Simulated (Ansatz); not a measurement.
The input, for Ansatz 0.2.0:

```yaml
crystal:
  periodic: [false, false, false]
  atoms:
    - {symbol: B, position_ang: [0.086207, 0.005717, 0.765667]}
    - {symbol: N, position_ang: [-0.078667, 0.014091, -0.607710]}
    - {symbol: H, position_ang: [-0.002047, 1.028571, 1.349495]}
    - {symbol: H, position_ang: [0.081062, -1.120506, 1.367709]}
    - {symbol: H, position_ang: [-0.021997, 0.748616, -1.251818]}
    - {symbol: H, position_ang: [0.111533, -0.913823, -1.232852]}
basis:
  gaussian: {orbitals: cc-pVDZ, fitting: {mean_field: def2-universal-jkfit}}
magnetization: {spin_polarized: false}
correlation: {method: mp2, electrons: outside_noble_gas}
output: {forces: true}
```

```sh
$ ansatz run in.yaml --threads 1 --pin off --events-out ev --progress --plain --max-ram 2176MiB
```

Output:

```
224 factors; integrals over basis functions are off by at most 3.1e-1 eV
mean field evaluation 1: about -2215.4672 eV, gradient 2.6e1 eV
mean field evaluation 2: about -2216.7703 eV, gradient 1.3e1 eV
mean field evaluation 4: about -2217.1473 eV, gradient 3.7e-1 eV
mean field -2217.14795428 eV, -81.4786844829 hartree, gradient 1.6e-6 eV, S^2 0.000000; 0 other end points of the search recorded, 0 dependent functions left out
2 core orbitals not correlated: weight in the atoms' cores, before any rotation towards them, 1.000 or more for the frozen orbitals, at most 0.000 for the correlated occupied ones
reference -2217.14795428 eV, -81.4786844829 hartree; 6, 6 occupied and 40, 40 virtual orbitals, 224 factors
second order -7.29100338 eV of doubles, -0.00000000 eV of singles
the calculation of the forces begins
mean field evaluation 8: about -2217.1480 eV, gradient 1.6e-6 eV
Total energy: -2224.43895766 eV, -81.7466239152 hartree
Atom 0 at     0.086207     0.005717     0.765667 Å, force    -0.739416    -1.632000     0.884545 eV/Å
Atom 1 at    -0.078667     0.014091    -0.607710 Å, force     1.127745    -4.958486    -2.288769 eV/Å
Atom 2 at    -0.002047     1.028571     1.349495 Å, force     0.198695     0.587262     0.385662 eV/Å
Atom 3 at     0.081062    -1.120506     1.367709 Å, force     0.285489     1.266001    -0.678613 eV/Å
Atom 4 at    -0.021997     0.748616    -1.251818 Å, force    -0.046523     1.969841    -0.703084 eV/Å
Atom 5 at     0.111533    -0.913823    -1.232852 Å, force    -0.825991     2.767383     2.400260 eV/Å
Dipole moment:     0.078043     0.007839    -0.490001 e Å
```

Forces (eV/Å):
```
B   -0.739 -1.632  0.885
N    1.128 -4.958 -2.289
H    0.199  0.587  0.386
H    0.285  1.266 -0.679
H   -0.047  1.970 -0.703
H   -0.826  2.767  2.400
```

Ran on 1 thread of Arm Neoverse V1, shared host: 0.18 s wall, 0.16 GiB peak host memory.
